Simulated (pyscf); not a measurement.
Elementary routes open to HO–PH–PH₂ in the gas phase (singlet surface):
A. HP=PH + water (H₂O) (O–P, H–P broken; H–O formed)
B. O=PH + PH₃ (H–O, P–P broken; H–P formed)

Optimised with ωB97X-D3(BJ)/def2-SVP in PySCF. Correlated levels are frozen-core, on RHF or UHF. ΔMP2 is the change of the MP2 total energy from the triple- to the quadruple-zeta basis.

### Question
Rank the routes by free-energy barrier at 298 K, lowest first, for CCSD(T)/def2-TZVPP + ΔMP2(QZVPP) energies (ideal gas, 1 atm, RRHO with modes under 100 cm⁻¹ raised to 100, one conformer, R ln 2 for rigid chiral ones).

### Answer
A (176.2 kJ/mol), B (184.6 kJ/mol)

Route A is the fastest of these, ahead of the next by 8.4 kJ/mol. The most stable products are those of A (ΔG = +36.4 kJ/mol), so kinetics and thermodynamics agree. At 1200 K A is still the fastest. B: On the product side the descent ends in a bound adduct, 35.9 kJ/mol under the separated species and 83.9 kJ/mol under the saddle at ωB97X-D3(BJ)/def2-TZVP. Only these routes are compared; each barrier is that of the saddle found, and lower ones may exist. The CCSD(T) − MP2 part came from Ansatz, without density fitting, on the same reference.
